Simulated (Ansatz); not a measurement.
# Structure relaxation of Sc4Sn3Rh

All numbers below come from Ansatz, DFT PBE, scalar-relativistic, plane waves, PAW. Cutoff 420 eV, Γ-centred k mesh, Gaussian smearing, no spin polarisation in the final step.

The start puts Sc4Sn3Rh on the sites of a reported VCu3S4 cell (P-43m, No. 215), with Rh in place of V, Sn in place of Cu, Sc in place of S, at a guessed volume.

```
CELL_PARAMETERS angstrom
5.77093 0.00000 0.00000
0.00000 5.77093 0.00000
0.00000 0.00000 5.77093
ATOMIC_POSITIONS crystal
Sc 0.23500 0.23500 0.23500
Sc 0.23500 0.76500 0.76500
Sc 0.76500 0.76500 0.23500
Sc 0.76500 0.23500 0.76500
Sn 0.50000 0.00000 0.00000
Sn 0.00000 0.50000 0.00000
Sn 0.00000 0.00000 0.50000
Rh 0.00000 0.00000 0.00000
```

Cell and atoms relax at zero pressure; the relaxation can't lower the symmetry of the start. After a coarse first stage the cell is made exact in the group found at 0.06 Å.

The zero of energy is the elements' standard structures at the same level; no fitted shifts are applied.

(1) Describe the relaxed structure.

(2) What are its volume, energy, density and gap?

Answers

(1) It keeps P-43m (No. 215), but not the shape of the type it started on. Conventional cell: a = 6.014 Å. Around Sc lie 3 Sn at 2.82 Å, 1 Rh at 3.13 Å and 3 Sc at 3.40 Å; Sn has 4 Sc at 2.82 Å and 2 Rh at 3.01 Å; Rh is coordinated by 6 Sn at 3.01 Å and 4 Sc at 3.13 Å.

```cif
data_structure
_symmetry_space_group_name_H-M 'P-43m'
_symmetry_Int_Tables_number 215
_cell_length_a 6.0136
_cell_length_b 6.0136
_cell_length_c 6.0136
_cell_angle_alpha 90.000
_cell_angle_beta 90.000
_cell_angle_gamma 90.000
_cell_volume 217.47
loop_
_atom_site_label
_atom_site_type_symbol
_atom_site_symmetry_multiplicity
_atom_site_Wyckoff_symbol
_atom_site_fract_x
_atom_site_fract_y
_atom_site_fract_z
_atom_site_occupancy
Sc1 Sc 4 e 0.30005 0.30005 0.30005 1
Sn1 Sn 3 d 0.50000 0.00000 0.00000 1
Rh1 Rh 1 a 0.00000 0.00000 0.00000 1
```

(2) The volume per atom is 27.18 Å³, the density is 4.88 g/cm³ and the energy over the elements is 0.11 eV/atom. The gap on the 6×6×6 mesh is 0 eV (a metal).

The final run used a 6×6×6 mesh on its 8-atom cell and 0.10 eV smearing. The k mesh leaves about 4 meV/atom of noise in metals. Symmetry constrained the relaxation, so the result can be a saddle point.

Cost: 3 runs of about 4.4 core-minutes in all, on Arm Neoverse V1 (shared hosts).